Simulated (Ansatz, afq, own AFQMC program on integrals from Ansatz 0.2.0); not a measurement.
Integrals from Ansatz 0.2.0, then the random walk in our own AFQMC program (afq).

```yaml
crystal:
  periodic: [false, false, false]
  atoms:
    - {symbol: O, position_ang: [0.000000, 0.000000, 0.000000]}
    - {symbol: Na, position_ang: [0.000000, 0.000000, 2.515800]}
basis:
  gaussian: {orbitals: cc-pVDZ}
total_charge: 1
magnetization: {spin_polarized: false}
correlation: {method: ccsd_t, electrons: outside_noble_gas, hamiltonian_folder: ham}
```

```sh
$ ansatz run in.yaml --threads 1 --pin off --events-out ev --progress --plain --max-ram 1843MiB
```

afq runs on the folder ham with

```
--method free --trial cisd --walkers 190 --time-step 0.03 --max-blocks 80 --target-error 0.00029 --factor-cut 1e-05 --seed 9201 --times 0,0.3,0.6,1.2,1.8,2.4,3.6,4.8,6 --taylor-order 8
```

Times are imaginary, in 1/Eh. The walk had a cap of 523 s.

afq prints:

```
orbitals 26  electrons 3 3  factors 161 of 295
reference energy -236.34775121 Eh
CCSD correlation -0.15444774 Eh in 16 cycles, weight of the determinant in the CISD state 0.8366
repeat  energy at the last time / Eh  error
    10  -236.507283  0.005002
    20  -236.509218  0.003936
    30  -236.509583  0.003140
    40  -236.510276  0.002555
    50  -236.510955  0.002544
    60  -236.511633  0.002244
    70  -236.513032  0.002056
    80  -236.513790  0.001985
time / (1/Eh)  energy / Eh  error  mean overlap
  0.00  -236.502190  0.000093  1.1965
  0.30  -236.507841  0.000138  1.2021
  0.60  -236.509259  0.000159  1.2082
  1.20  -236.510575  0.000241  1.2080
  1.80  -236.510868  0.000299  1.2111
  2.40  -236.511175  0.000375  1.2175
  3.60  -236.511273  0.000609  1.2261
  4.80  -236.511508  0.001079  1.2472
  6.00  -236.513790  0.001985  1.2302
energy -236.513790 +/- 0.001985 Eh
```

The run failed at least one of its tests; the cautions name the faults.

Against this walk (error 54.0 meV) on the same determinant: CCSD(T) 124.6 meV higher, CCSDT(Q) 63.9 meV lower (within the noise), CCSDTQ 60.9 meV lower (within the noise), full CI 61.2 meV lower (within the noise). The error is statistical, and a free projection of finite length keeps a remainder of its start. The determinant is a poor start (see the cautions), so the low cluster orders aren't to be relied on, and full CI is the sure value.

Cautions: remainder of the start not in the error; error above the target (54.0 against 7.9 meV); another spin lies lower (by 2.17 eV); restricted determinant unstable towards unrestricted (UHF 2.44 eV lower, ⟨S²⟩ 1.01); strong correlation (T1 0.006, weight of the determinant 0.84, largest double 0.30); the CCSDT(Q) amplitudes may be one of several solutions (largest double 0.92); the CCSDTQ amplitudes may be one of several solutions (largest double 0.92); the determinant fills πx and πy unequally, so it mixes two states of the linear molecule, and each level undoes that mixture to a different degree, while full CI gives the lower state; CCSDTQ on the UHF determinant differs (2.16 eV lower), perhaps since the unrestricted series falls towards higher spin.

The walk took 2.7 min on 1 thread of Arm Neoverse V1, on a shared host. The log's last line is the free-projection energy.

CCSDT and higher add their correlation energy to the determinant of the CCSD(T) run, since their own runs factorise the integrals more tightly (a shift of under 2 meV).
